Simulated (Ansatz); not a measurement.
We consider fcc Ca, described by BLYP in Ansatz (PAW).

Run with plane-wave cutoff 520 eV, 18×18×18 k mesh, Fermi–Dirac smearing 0.05 eV, scalar-relativistic PAW data made under PBE.

Computed points:

```json
[
 {"V (Å³/atom)": "39.946", "E − E_lowest (meV/atom)": "8.32", "P (GPa)": "1.089"},
 {"V (Å³/atom)": "40.796", "E − E_lowest (meV/atom)": "3.60", "P (GPa)": "0.695"},
 {"V (Å³/atom)": "41.645", "E − E_lowest (meV/atom)": "0.88", "P (GPa)": "0.334"},
 {"V (Å³/atom)": "42.495", "E − E_lowest (meV/atom)": "0.00", "P (GPa)": "0.004"},
 {"V (Å³/atom)": "43.345", "E − E_lowest (meV/atom)": "0.80", "P (GPa)": "-0.299"},
 {"V (Å³/atom)": "44.195", "E − E_lowest (meV/atom)": "3.13", "P (GPa)": "-0.577"},
 {"V (Å³/atom)": "45.045", "E − E_lowest (meV/atom)": "6.87", "P (GPa)": "-0.830"}
]
```

Problem. Estimate the bulk modulus from the pressures at 41.645 and 43.345 Å³/atom, and compare it with a fit to all energies.

Solution. B = −V dP/dV. Between V = 41.645 and 43.345 Å³/atom, dP/dV = (-0.299 − (0.334))/(43.345 − 41.645) = -0.372 GPa per Å³/atom; at the midpoint 42.495 Å³/atom this gives B ≈ 15.8 GPa. The third-order Birch–Murnaghan fit gives V0 = 42.505 Å³/atom, B0 = 15.8 GPa, B′ = 3.4, which lies within 1 % of that estimate.

Measured, for comparison: bulk modulus 18.6 GPa (corrected for temperature and zero-point phonon effects, our sources range from 15.9 to 18.7; as tabulated in Levämäki et al. (2014), arXiv:1402.3671); equilibrium volume per atom 42.81 Å³/atom (low-temperature or extrapolated to 0 K; zero-point anharmonic expansion removed; as tabulated in Csonka et al. (2009), arXiv:0903.4037). Computed (rounded) less measured: bulk modulus not scored (sources differ), equilibrium volume per atom -0.7 %.

Ansatz is a program for electronic structure.
